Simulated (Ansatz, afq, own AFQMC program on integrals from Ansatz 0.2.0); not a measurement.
**Atomization energy of WNCl, quintet**

```xyz
3

W     0.0000   -0.0655   -0.2467
N     0.0000    0.4774   -1.9119
Cl    0.0000    0.1511    2.0344
```

Connectivity, by distances: N–W–Cl.

Atoms in their ground-state spins without spin–orbit coupling (mostly on UHF) minus the molecule (ROHF), without zero-point energy. The geometry is a stationary point, not shown to be a minimum.

Basis def2-SVP with its core potentials. Only valence electrons are correlated. Integrals, coupled cluster, full CI and functionals: Ansatz 0.2.0; the random walks run on the same integrals in our own AFQMC program. ph-AFQMC/CISD is guided by a CISD state made of CCSD amplitudes; releasing the constraint for a short imaginary time cuts its bias at the price of noise, slowly where states lie close. ± is one standard error of the sampling. No spin–orbit coupling. The metal's outer-core s and p shells are frozen, which shifts wave-function levels against functionals. The errors of all members are added in quadrature.

No full CI on the walks' own integrals is used here; CCSDT(Q) serves as the reference and is uncertain by about the last step of the cluster series. Each member takes its own surest rung, up to full CI.

Errors are counted within def2-SVP, not against nature.

Cautions: no spin-orbit coupling; outer-core shells of the metal frozen; WNCl (quintet): another spin lies lower, a spin-contaminated unrestricted determinant lies lower (UHF 326 meV lower, ⟨S²⟩ 6.22), the released energies are still falling, so no released level is given (meV from the phaseless value at times in 1/Eh: -21 ± 7 at 0.24, -36 ± 8 at 0.60, -48 ± 8 at 1.20, -55 ± 10 at 1.80, -75 ± 18 at 2.60), though the last usable value meets CCSDT(Q) within the noise, CCSDT(Q) on the UHF determinant differs (104 meV lower), by its state or its frozen core, its ph-AFQMC/CISD value lies 51 ± 7 meV above CCSDT(Q).

Reference (CCSDT(Q)): 670.7 kJ/mol.

| level | atomization energy (kJ/mol) | error against CCSDT(Q) (kJ/mol) |
| --- | --- | --- |
| HF | 224.2 | -446.5 |
| MP2 | 681.9 | 11.2 |
| CCSD | 617.8 | -52.9 |
| CCSD(T) | 665.1 | -5.6 |
| CCSDT | 667.9 | -2.8 |
| ph-AFQMC/HF | 676.8 ± 8.2 | 6.1 ± 8.2 |
| ph-AFQMC/CISD | 666.6 ± 0.7 | -4.2 ± 0.7 |

Correlation beyond CCSD(T) adds 5.6 kJ/mol. The perturbative (T) step is worth +47.3 kJ/mol.

A walk keeps the symmetry of its determinant, which the program's search chose and which needn't be the lowest solution, so a lower state of the same spin and another symmetry isn't excluded.
